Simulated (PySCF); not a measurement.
# 2-methyl-1-propanol (SMILES CC(C)CO)

Geometry:
```
atom   x (Å)   y (Å)   z (Å)
  C1   1.244  -0.798  -0.055
  C2   0.070   0.082   0.343
  C3   0.376   1.556   0.123
  C4  -1.192  -0.306  -0.413
  O5  -1.594  -1.643  -0.202
  H6   2.127  -0.576   0.548
  H7   1.505  -0.632  -1.105
  H8   1.000  -1.855   0.063
  H9  -0.130  -0.069   1.414
 H10   1.259   1.862   0.687
 H11  -0.458   2.192   0.431
 H12   0.576   1.754  -0.935
 H13  -1.015  -0.216  -1.489
 H14  -2.004   0.391  -0.158
 H15  -1.806  -1.749   0.729
```

Theory: quadratic response CAM-B3LYP/def2-TZVPD first hyperpolarisability, Taylor convention, gas phase in PySCF 2.14.0. Geometry: PBE0-D3(BJ)/def2-TZVP.

Give the tensor of the second harmonic β(−2ω;ω,ω) at 1064 nm in the axes of these coordinates.

In au, Taylor convention; rows are the first index (the induced dipole):
```tsv
	xx	yy	zz	xy	xz	yz
x	-19.6	+0.7	-11.3	-23.3	-9.2	-1.6
y	-23.7	-55.7	-8.6	+0.9	-1.6	-3.9
z	-8.9	-3.8	+21.4	-1.6	-11.2	-8.5
```
Norm of βᵢ = ⅓ Σⱼ (βᵢⱼⱼ + βⱼᵢⱼ + βⱼⱼᵢ): 93.0 au, hyper-Rayleigh value 35.8 au.
